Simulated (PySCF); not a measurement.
# C3H5Cl (1-Propene, 3-chloro-): the cost of one run

Programs: PySCF 2.14.0, with density-fitted response routines of our own. Each step states its level of theory. These are calculated values for one molecule in the gas phase, unless marked as measured. Atoms count from 0, in the outputs and in this text.

## (1) The starting structure

9 atoms, charge 0, multiplicity 1; geometry from: GFN2-xTB. The atoms were then displaced at random by about 0.01 Å, so the start is not that level's minimum.

Bonds of the start (Å): C0–C1 1.31, C1–C2 1.48, C2–Cl3 1.84, C0–H4 1.10, C0–H5 1.05, C1–H6 1.08, C2–H7 1.10, C2–H8 1.08.

## (2) Relaxing the molecule at PBE0-D3(BJ)/def2-SVP

What the job is given:

```
{"job": {"xc": "PBE0", "basis": "def2-SVP", "d3": "d3bj", "grid": 1, "shake": 0.01, "kind": "geom"}, "charge": 0, "multiplicity": 1}
C     -1.339080    -0.174390     0.364700
C     -0.260050     0.496020     0.040870
C      0.967000    -0.167850    -0.440910
Cl     2.326510     0.062440     0.782370
H     -2.241970     0.358210     0.695810
H     -1.434780    -1.216150     0.277520
H     -0.185840     1.573530     0.141410
H      1.375330     0.285160    -1.360010
H      0.850680    -1.234110    -0.535490
```

On the command line:

```bash
> OMP_NUM_THREADS=1 python probes_run.py task.json out
```

The driver reads the jobs from task.json and runs them one after another.

**Question.** How long does this first job take on 1 thread of Intel Xeon Platinum 8488C, shared host, and how much memory does it need?

About 12 s, with a peak of 0.36 GiB.
